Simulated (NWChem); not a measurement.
formaldehyde (CH2O); SMILES C=O

All runs: NWChem. The level has its own optimisation; frequencies are unscaled.

### Question
Predict the results for Hartree-Fock/def2-TZVPD. Quantities: r C–O (Å); r C–H (Å); highest harmonic frequency (cm⁻¹); lowest (cm⁻¹); zero-point energy (kcal/mol); dipole (D).

### Answer
The r C–O (Å) is 1.178 and the r C–H (Å) is 1.094. The highest harmonic frequency (cm⁻¹) is 3156 and the lowest (cm⁻¹) is 1336. The zero-point energy (kcal/mol) comes out as 18.0. The dipole (D) comes out as 2.71.
